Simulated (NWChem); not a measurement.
Correlation energy of NO (-1)

```xyz
2

N      0.0000     0.0000     0.6690
O      0.0000     0.0000    -0.5854
```
Charge -1, spin multiplicity 3.

All runs are NWChem calculations. Structure: optimised with UPBE0/def2-SVP, a minimum by its harmonic frequencies.

Basis set: def2-TZVPD. Each correlation energy counts from its own Hartree-Fock reference.

```json
[
 {"method": "SCS-UMP2", "correlation energy (mHa)": "-384.9"},
 {"method": "CCSD on ROHF", "correlation energy (mHa)": "-425.2"},
 {"method": "CCSD[T] on ROHF", "correlation energy (mHa)": "-447.1"},
 {"method": "CCSD(T) on ROHF", "correlation energy (mHa)": "-445.1"},
 {"method": "UMP2", "correlation energy (mHa)": "-401.3"}
]
```

The values span 62.2 mHa, from CCSD[T] on ROHF (lowest) to SCS-UMP2 (highest). 

The correlated methods keep 2 core orbitals frozen. The structure started from a generated list of species. The unpaired electrons of the parent sit in orbitals of symmetry b1 and b2 (C2v labels of the run); other states weren't searched. The anion's geometry comes from a basis without diffuse functions. No SCF solution was tested for a lower state. Open-shell Hartree-Fock references start from PBE0 orbitals. Coupled-cluster values serve here as a point of comparison, not as the truth.
